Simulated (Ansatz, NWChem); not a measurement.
**NClO (nitrosyl chloride): from total energies to a heat of formation**

The species is NClO (3 atoms), meant as a singlet with charge 0. SMILES: `O=NCl`. Geometry: relaxed at PBE0-D4/def2-TZVP.

```xyz
3

O     1.0001   -0.3383    0.5139
N     0.0520   -0.5996   -0.0358
Cl   -1.0521    0.9379   -0.4780
```

Total energies at SVWN5/cc-pVTZ (NWChem 7.3.0); the atoms run unrestricted:

```tsv
species	state	energy (Eh)
NClO	singlet	-587.734833
O	triplet	-74.521768
N	quartet	-54.131294
Cl	doublet	-458.657748
```

Harmonic wavenumbers at PBE0-D4/def2-TZVP, in cm⁻¹: 352, 638, 1944.

Measured heats of formation of the gaseous atoms at 298.15 K, in kJ/mol: O 249.2, N 472.4, Cl 121.3. Spin-orbit lowering of the atoms at 298 K (mean of the ground term's levels less their thermal mean, from spectra), in kJ/mol: O 0.40, Cl 3.44. Take 1 Eh = 2625.50 kJ/mol, 1 cm⁻¹ = 0.0119627 kJ/mol, RT = 2.479 kJ/mol.

Task: Work out the heat of formation of the gas at 298 K.

Result: 
1. Electronic atomisation energy: (-74.521768) + (-54.131294) + (-458.657748) − (-587.734833) = 0.424023 Eh = 1113.3 kJ/mol.
2. Zero-point energy: half the sum of the wavenumbers, 1467 cm⁻¹ = 17.5 kJ/mol.
3. Thermal vibrational enthalpy, Σ hcν̃/(exp(hcν̃/kT) − 1): 1.3 kJ/mol. Translation, rotation and pV of a non-linear molecule: 4 RT = 9.9 kJ/mol.
4. The 3 free atoms carry 5/2 RT each: 18.6 kJ/mol.
5. Spin-orbit coupling lowers the free atoms by 0.40 + 3.44 = 3.8 kJ/mol.
6. Atomisation enthalpy at 298 K: 1113.3 − 3.8 − 17.5 − 1.3 − 9.9 + 18.6 = 1099.4 kJ/mol.
7. Sum of the atoms' heats of formation: 842.9 kJ/mol. Heat of formation: 842.9 − 1099.4 = -256.5 kJ/mol.

The tabulated value is +52.5 kJ/mol (Active Thermochemical Tables), so this level is off by -309.0 kJ/mol, or 39.1 % of the atomisation enthalpy that the table implies (790.5 kJ/mol). The LDA overbinds, which puts heats of formation too low. Anharmonicity and any spin-orbit splitting of the molecule are left out.
